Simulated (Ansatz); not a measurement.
A made-up structure of C₂H₄Al (charge +1), singlet:

```xyz
7
angstrom
C -1.0499 0.2520 -1.1274
C -0.1959 0.0470 -0.2100
Al 1.1549 -0.2771 1.2406
H -2.0900 0.5066 -0.8896
H -0.7735 0.1806 -2.1866
H 0.4342 -0.0953 2.6161
H -0.3886 -0.5634 -0.9806
```

It is relaxed with PBE-D4/def2-SVP and then PBE0-D4/def2-TZVP (Ansatz 0.2.0). Atoms count as bonded within 1.22 times the sum of their covalent radii (H–H: 0.88 Å). The end point is not checked to be a true minimum.

**Question.** Does its bonding change? (A judgement: the text doesn't fix the answer.)

**Answer.** Computed: Yes. Formed: none; broken: C1–H7.

Where it ends: The first stage lowers the energy by 5.31 eV in 15 steps. It ends as C₂H₄Al ([CH2][CH][AlH]), total charge +1:
C1  (-1.110, 0.294, -1.116)
C2  (-0.074, -0.351, -0.562)
Al3  (0.294, -0.126, 1.270)
H4  (-1.774, 0.957, -0.570)
H5  (-1.339, 0.177, -2.172)
H6  (0.548, 0.100, 2.790)
H7  (0.546, -1.000, -1.177)
(Å)

Labels in which every atom is bracketed show which atoms are joined, not bond orders.

For scale, one of the runs: PBE0-D4/def2-TZVP relaxation, 123 basis functions, launched by `ansatz run in.yaml --threads 2 --pin off --events-out ev --progress --plain --max-ram 4352MiB`. Hardware: 2 CPU threads of an Intel Xeon Platinum 8259CL, shared host. Wall time about 19 s.
